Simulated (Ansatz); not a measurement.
Diamond was calculated with r²SCAN (plane waves, PAW; Ansatz, an electronic-structure program).

Run with plane-wave cutoff 600 eV, 16×16×16 k mesh, scalar-relativistic PAW data made under PBE.

Computed at the level's own relaxed cell.

Hill averages of the elastic tensor: K = 450.9 GPa, G = 548.8 GPa. Volume 5.640 Å³/atom, mean atomic mass 12.011 u.

**Question.** Work out the density, the sound velocities of a polycrystal and the elastic Debye temperature at this level.

**Answer.** ρ = 1.66054 × 12.011/5.640 = 3.536 g/cm³. v_l = √[(K + 4G/3)/ρ] = 18.288 km/s and v_t = √(G/ρ) = 12.458 km/s. The mean follows from 3/v_m³ = 1/v_l³ + 2/v_t³: v_m = 13.580 km/s. Θ_D = (ħ/k_B) v_m (6π²/V)^(1/3) = 76.38 K Å s/km × 13.580 × 2.1897 Å⁻¹ = 2271 K, counting all atoms of the cell.

Measured, for comparison: Voigt–Reuss–Hill bulk modulus 442 GPa (temperature not stated, no zero-point or thermal correction, from single-crystal Cij; as tabulated in Råsander and Moram (2015), arXiv:1505.02379). Computed less measured: Voigt–Reuss–Hill bulk modulus +2.0 %. A static lattice is as a rule a little smaller and stiffer than an uncorrected measurement, which can account for part of this in the Voigt–Reuss–Hill bulk modulus.
